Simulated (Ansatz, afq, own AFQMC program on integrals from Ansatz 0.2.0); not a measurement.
Integrals from Ansatz 0.2.0, then the random walk in our own AFQMC program (afq).

```yaml
crystal:
  periodic: [false, false, false]
  atoms:
    - {symbol: C, position_ang: [0.000000, 0.000000, 0.000000]}
    - {symbol: H, position_ang: [1.646287, 0.020929, -0.000351]}
    - {symbol: H, position_ang: [-0.841270, 1.415255, -0.004220]}
    - {symbol: H, position_ang: [-0.805017, -1.436184, 0.004572]}
basis:
  gaussian: {orbitals: cc-pVDZ}
total_charge: 1
magnetization: {spin_polarized: false}
correlation: {method: ccsd_t, electrons: outside_noble_gas, hamiltonian_folder: ham}
```

```sh
$ ansatz run in.yaml --threads 1 --pin off --events-out ev --progress --plain --max-ram 24576MiB --backend cuda --devices 0, --max-vram 18GiB
```

afq runs on the folder ham with

```
--method phaseless --trial hf --walkers 4000 --populations 20 --least-time 40 --time-step 0.005 --steps-per-block 20 --equilibration-blocks 160 --max-blocks 4000 --target-error 0.00145 --factor-cut 1e-05 --seed 3958 --taylor-order 6
```

Times are imaginary, in 1/Eh. The walk had a cap of 49 s. With eight or more populations the least sampling time is a fifth of least-time, and the error comes from their spread.

Output of the walk:

```
orbitals 28  electrons 3 3  factors 195 of 271
reference energy -38.96736848 Eh
CCSD correlation -0.16904060 Eh in 10 cycles, weight of the determinant in the CISD state 0.8820
energy of the start -38.967368 Eh
 block  time / (1/Eh)  mean weight  energy / Eh
     1     0.100  1.0005  -38.994927
     2     0.200  1.0007  -39.017178
     3     0.300  1.0008  -39.035333
     4     0.400  1.0008  -39.050490
     5     0.500  1.0005  -39.062441
    10     1.000  1.0003  -39.100221
    25     2.500  0.9998  -39.130859
    37     3.700  0.9999  -39.137850
    67     6.700  1.0003  -39.137968
    97     9.700  1.0003  -39.149096
   115    11.500  0.9999  -39.153095
   127    12.700  0.9998  -39.149327
   157    15.700  1.0004  -39.147660
   187    18.700  1.0001  -39.150224
   217    21.700  1.0000  -39.142208
   247    24.700  1.0001  -39.143809
error from the spread of 20 populations
energy -39.143634 +/- 0.001379 Eh
(rows thinned)
```

The run passed its tests (sampling time, drift between the halves within three errors, error under three times the target), which doesn't prove that it has relaxed.

Against this walk (error 37.5 meV) on the same determinant: CCSD(T) 49.2 meV higher (within the noise), CCSDT(Q) 4.9 meV higher (within the noise), CCSDTQ 3.3 meV higher (within the noise), full CI 2.6 meV higher (within the noise), a separate phaseless walk with a CISD trial and standard settings 25.4 ± 37.8 meV higher (within the noise). The error is statistical and leaves out the bias of the constraint.

Cautions: constraint bias not in the error.

The walk took 16 s on 1 × NVIDIA H100 80GB HBM3 with 2 threads of AMD EPYC 7R13 Processor (Zen 3), with other jobs on the host (the card was shared). The log's last line is the phaseless energy.

CCSDT and higher add their correlation energy to the determinant of the CCSD(T) run, since their own runs factorise the integrals more tightly (a shift of under 2 meV). A walk keeps the symmetry of its determinant, which the program's search chose and which needn't be the lowest solution, so a lower state of the same spin and another symmetry isn't excluded.
